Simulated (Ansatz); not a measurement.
**CH₅BS: how energies converge with the basis set**

One table from this session's results is given with a row withheld; the runs are named, their logs left out.

Method: one geometry, several basis sets; program: Ansatz 0.2.0, Gaussian basis.

Plan: PBE0-D4/def2-SVP; ωB97M-V/def2-SVP; PBE0-D4/def2-QZVPP; ωB97M-V/def2-QZVPP; the functionals' def2-TZVPP values are taken from earlier runs.

## The relaxed structure

An earlier PBE0-D4 in a triple-zeta def2 set relaxation fixed the geometry.

SMILES `BCS`, 8 atoms, charge 0, spin multiplicity 1.

Atoms are counted from 1 here; the program's logs count them from 0.

Bond lengths: B1–C2 1.548 Å, B1–H4 1.197 Å, B1–H5 1.198 Å, C2–S3 1.811 Å, C2–H6 1.095 Å, C2–H7 1.103 Å, S3–H8 1.341 Å. Angles: C2–B1–H4 122.4°, C2–B1–H5 118.3°, H4–B1–H5 119.3°, B1–C2–S3 119.2°, B1–C2–H6 109.9°, B1–C2–H7 104.4°, S3–C2–H6 108.4°, S3–C2–H7 109.6°, H6–C2–H7 104.2°, C2–S3–H8 97.1°.

Set-up of the first run:

in.yaml reads:

```yaml
crystal:
  periodic: [false, false, false]
  atoms:
    - {symbol: B, position_ang: [-0.646010, 0.537927, -0.606963]}
    - {symbol: C, position_ang: [0.544336, 0.194541, 0.321488]}
    - {symbol: S, position_ang: [0.642945, -1.456278, 1.059524]}
    - {symbol: H, position_ang: [-1.405084, -0.294976, -1.011307]}
    - {symbol: H, position_ang: [-0.778056, 1.673222, -0.964288]}
    - {symbol: H, position_ang: [0.617804, 0.936682, 1.123839]}
    - {symbol: H, position_ang: [1.437758, 0.376776, -0.298708]}
    - {symbol: H, position_ang: [-0.321494, -2.024992, 0.320717]}
basis:
  gaussian: {orbitals: def2-SVP}
hamiltonian: {xc: pbe0, dispersion: d4}
output: {orbitals: {seedname: orbitals}}
```

The run is started by

```console
ansatz run in.yaml --threads 2 --pin off --events-out ev --progress --plain --max-ram 4352MiB
```

Among the steps run: PBE0-D4 in def2-SVP; ωB97M-V in def2-SVP; PBE0-D4 in def2-QZVPP; ωB97M-V in def2-QZVPP.

One of the session's tables, all rows but one given; the rest of the session is left out.

It belongs to the step «Density functionals: the series». 

```
functional       basis  HOMO (eV)  LUMO (eV)
   PBE0-D4    def2-SVP      -6.60      -1.58
   PBE0-D4  def2-TZVPP          ?          ?
   PBE0-D4  def2-QZVPP      -6.85      -1.70
   ωB97M-V    def2-SVP      -8.82       0.51
   ωB97M-V  def2-TZVPP      -9.05       0.27
   ωB97M-V  def2-QZVPP      -9.10       0.18
```

Q: Estimate the row for PBE0-D4, def2-TZVPP from the others.

The run gave: HOMO (eV): -6.81; LUMO (eV): -1.68. In the column «HOMO (eV)» it lies between PBE0-D4, def2-QZVPP (-6.85) and PBE0-D4, def2-SVP (-6.60).
